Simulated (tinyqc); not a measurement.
Ways to converge the cycle: SCF convergence aids in the sto-6g basis, for HF, spin multiplicity 1. Computed by the program tinyqc with PySCF. RHF with one setting changed at a time; a run stops when the energy changes by less than 1e-09 hartree and the error matrix is below 1e-5. The start is the Wolfsberg-Helmholz matrix. Damping d keeps d of the old density; a shift (hartree) raises the virtual levels; DIIS n extrapolates F over n matrices.

Geometry (angstrom):
```
atom       x       y       z
F     0.0000  0.0000  0.0000
H     0.0000  0.0000  0.8710
```

lowest restricted solution found by these runs and by PySCF = -99.491426 hartree

Largest element of the error matrix X^T (FDS - SDF) X:
```
iteration    plain  damping 0.3  damping 0.6  shift 0.4   DIIS 3   DIIS 8
1          6.5e-01      6.5e-01      6.5e-01    6.5e-01  6.5e-01  6.5e-01
2          1.2e-01      2.2e-01      4.1e-01    2.0e-01  1.2e-01  1.2e-01
3          3.2e-02      9.7e-02      2.6e-01    8.7e-02  2.1e-02  2.1e-02
4          8.4e-03      4.9e-02      1.6e-01    3.4e-02  1.7e-03  1.7e-03
5          2.1e-03      2.4e-02      1.0e-01    1.4e-02  1.4e-04  1.2e-04
6          4.9e-04      1.1e-02      7.1e-02    5.3e-03  4.2e-07  6.4e-06
8          2.7e-05      2.6e-03      3.6e-02    8.1e-04        -        -
10               -      5.9e-04      1.8e-02    1.2e-04        -        -
14               -      2.8e-05      4.4e-03          -        -        -
20               -            -      5.2e-04          -        -        -
30               -            -      1.4e-05          -        -        -
```

How each run ends:
```
run          iterations  E (hartree)         state
plain                 9   -99.491426  lowest found
damping 0.3          19   -99.491426  lowest found
damping 0.6          40   -99.491426  lowest found
shift 0.4            13   -99.491426  lowest found
DIIS 3                7   -99.491426  lowest found
DIIS 8                7   -99.491426  lowest found
```

What does the comparison show, and why?

6 of 6 runs reach the lowest restricted solution found, in 7 to 40 iterations (fastest: DIIS 3, DIIS 8). Plain steps already contract here, so damping only slows them. DIIS 3 and DIIS 8 gain by cancelling the error over several earlier matrices, much as a quasi-Newton step does.
